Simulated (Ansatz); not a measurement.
# AlBH (quartet): PBE-QIDH, RPA-PBE over a scan of the distance B1–H3, 6-31G

Aim: run AlBH (quartet) with these functionals over a scan of the distance B1–H3, and hold them against the top wave-function level at the same points.

Computed with Ansatz 0.2.0, Gaussian basis. Level: 6-31G, all electrons in the functionals, frozen cores in the correlation of double hybrids and RPA.

Plan: PBE-QIDH, RPA-PBE, at 0.967 Å; 1.056 Å; 1.185 Å; 1.306 Å; 1.455 Å; 1.604 Å; 1.867 Å; 2.147 Å; 2.561 Å; 3.144 Å; 4.114 Å.

21 further runs of the same task are left out: 1 for a mislabelled method, 10 that didn't finish, 10 set aside as unsound or not needed.

### 1 The system

The geometry derives from a PBE0/def2-TZVP stationary point (not a proven minimum). One bond is set to the value named and the two fragments are kept rigid.

3 atoms, charge 0, spin multiplicity 4.

Atoms are counted from 1 here; the program's logs count them from 0.

Bond lengths: B1–Al2 1.941 Å, B1–H3 1.185 Å. Angles: Al2–B1–H3 180.0°.

No dispersion term is added.

The geometry shown and the zero of energy belong to the point 1.185 Å. The yardstick, FCI, and other wave-function levels (R restricted, U unrestricted, valence and pair active spaces) come from earlier runs.

### 2 PBE-QIDH, 0.967 Å

File in.yaml:

```yaml
crystal:
  periodic: [false, false, false]
  atoms:
    - {symbol: B, position_ang: [0.000000, 0.000000, 0.324600]}
    - {symbol: Al, position_ang: [0.000000, 0.000000, -1.616200]}
    - {symbol: H, position_ang: [0.000000, 0.000000, 1.291600]}
basis:
  gaussian: {orbitals: 6-31G}
magnetization: {spin_polarized: true, initial_magnetization: 3}
hamiltonian: {xc: {name: PBE-QIDH}}
correlation: {electrons: outside_noble_gas}
```

Command:

```bash
> ansatz run in.yaml --threads 1 --pin off --events-out ev --progress --plain --max-ram 2393MiB
```

Further steps of the session: PBE-QIDH, 1.056 Å; PBE-QIDH, 1.185 Å; PBE-QIDH, 1.306 Å; PBE-QIDH, 1.455 Å; PBE-QIDH, 1.604 Å; PBE-QIDH, 1.867 Å; PBE-QIDH, 2.147 Å; PBE-QIDH, 2.561 Å; PBE-QIDH, 3.144 Å; PBE-QIDH, 4.114 Å; RPA-PBE, 0.967 Å; RPA-PBE, 1.056 Å; RPA-PBE, 1.185 Å; RPA-PBE, 1.306 Å; RPA-PBE, 1.455 Å; RPA-PBE, 1.604 Å; RPA-PBE, 1.867 Å; RPA-PBE, 2.147 Å; RPA-PBE, 2.561 Å; RPA-PBE, 3.144 Å; RPA-PBE, 4.114 Å.

**Question.** What will the summary of the whole plan be? Wanted: span of the FCI curve; largest miss, PBE-QIDH; largest miss, RPA-PBE.

**Answer**, as computed:

```
              quantity                   value
 span of the FCI curve            328.0 kJ/mol
largest miss, PBE-QIDH  +77.5 kJ/mol (2.561 Å)
 largest miss, RPA-PBE  -17.9 kJ/mol (4.114 Å)
```

What this shows: Of the functionals, RPA-PBE keep the smallest largest miss at the points compared (at most 17.9 kJ/mol) and PBE-QIDH strays most (77.5 kJ/mol, at 2.561 Å). PBE-QIDH clearly breaks the spin symmetry at some points (⟨S²⟩ up to 0.53 above the pure value), so energy there is bought with a mixed spin. Functionals and the yardstick converge differently with the basis, so part of each miss in 6-31G is the basis.
